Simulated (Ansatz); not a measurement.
We consider hcp Os, described by PBE+SOC (PAW; Ansatz, a program for electronic structure).

Settings: plane-wave cutoff 520 eV, 24×24×14 k mesh (along the axes of the cell as run), Fermi–Dirac smearing 0.05 eV, PAW data made under PBE.

A third-order Birch–Murnaghan fit to the energies gives V0 = 14.288 Å³/atom, B0 = 392 GPa, B′ = 4.9.

```tsv
V (Å³/atom)	P (GPa)
13.716	?
14.002	?
14.287	0.01
14.573	?
14.859	?
```

Problem. Estimate the withheld pressures from this fit; the answers are the runs' own values.

Solution. 
- 13.716, P (GPa): 17.68
- 14.002, P (GPa): 8.33
- 14.573, P (GPa): -7.39
- 14.859, P (GPa): -13.97

The formula P = (3/2) B0 (x^(7/3) − x^(5/3)) [1 + (3/4)(B′ − 4)(x^(2/3) − 1)] with x = V0/V meets the computed pressures within 0.03 GPa when these rounded values are put in.

Shape and atoms are relaxed at each volume.

Measured, for comparison: bulk modulus 425 GPa (zero-point energy and finite temperature contributions removed; as tabulated in doi:10.1021/acs.jctc.3c00612). Computed (rounded) less measured: bulk modulus -8 %.

Note: the bulk modulus comes from volumes at which shape and atoms were relaxed.
